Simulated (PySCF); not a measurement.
Stepwise substitution at one centre (Al H-F). Isolated molecules, 0 K electronic values unless said otherwise. Strings in code marks are SMILES.

Level of theory: PySCF with TPSSh-D3(BJ)/def2-TZVP // CAM-B3LYP-D3(BJ)/def2-TZVP. All candidates: neutral, multiplicity 1. Delta-SCF ions had no search for a lower state. Excitations are Tamm–Dancoff values on a coarser integration grid. The basis has no diffuse functions, so Rydberg states are missing or too high.

The S1 excitation (TDA) comes out as 8.14 eV. The HOMO is -10.57 eV. The vertical ionisation energy (Delta-SCF) is 13.89 eV.

Question: Name which member has these values.
A) `[F][Al]([F])[F]`
B) `[F][AlH][F]`
C) `[F][AlH2]`

Answer: A, `[F][Al]([F])[F]`. The others give `[F][AlH2]`: 5.98 eV, -8.23 eV, 11.36 eV; `[F][AlH][F]`: 7.89 eV, -9.44 eV, 12.76 eV
